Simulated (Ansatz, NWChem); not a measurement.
# Worked example: the enthalpy of formation of SiH3Cl (chlorosilane)

SiH3Cl has 5 atoms, charge 0, and is taken as a singlet. As SMILES, `[SiH3]Cl`. The coordinates come from a PBE0-D4/def2-TZVP relaxation.

Total energies at wB97X/aug-cc-pVDZ (NWChem 7.3.0); the atoms run unrestricted:

| species | state | energy (Eh) |
| --- | --- | --- |
| SiH3Cl | singlet | -751.525328 |
| Si | triplet | -289.357771 |
| Cl | doublet | -460.141243 |
| H | doublet | -0.501010 |

Harmonic wavenumbers at PBE0-D4/def2-TZVP, in cm⁻¹: 552, 656, 656, 944, 947, 947, 2249, 2261, 2261.

Measured heats of formation of the gaseous atoms at 298.15 K, in kJ/mol: Si 450.0, Cl 121.3, H 218.0. Spin-orbit lowering of the atoms at 298 K (mean of the ground term's levels less their thermal mean, from spectra), in kJ/mol: Si 0.44, Cl 3.44. Take 1 Eh = 2625.50 kJ/mol, 1 cm⁻¹ = 0.0119627 kJ/mol, RT = 2.479 kJ/mol.

**Question.** Work out the heat of formation of the gas at 298 K.

**Answer.** 
1. Electronic atomisation energy: (-289.357771) + (-460.141243) + 3 × (-0.501010) − (-751.525328) = 0.523284 Eh = 1373.9 kJ/mol.
2. Zero-point energy: half the sum of the wavenumbers, 5736.5 cm⁻¹ = 68.6 kJ/mol.
3. Thermal vibrational enthalpy, Σ hcν̃/(exp(hcν̃/kT) − 1): 1.5 kJ/mol. Translation, rotation and pV of a non-linear molecule: 4 RT = 9.9 kJ/mol.
4. The 5 free atoms carry 5/2 RT each: 31.0 kJ/mol.
5. Spin-orbit coupling lowers the free atoms by 0.44 + 3.44 = 3.9 kJ/mol.
6. Atomisation enthalpy at 298 K: 1373.9 − 3.9 − 68.6 − 1.5 − 9.9 + 31.0 = 1321.0 kJ/mol.
7. Sum of the atoms' heats of formation: 1225.3 kJ/mol. Heat of formation: 1225.3 − 1321.0 = -95.7 kJ/mol.

The tabulated value is -141.8 kJ/mol (NIST-JANAF tables), so this level is off by +46.1 kJ/mol, or 3.4 % of the atomisation enthalpy. Anharmonicity and any spin-orbit splitting of the molecule are left out.
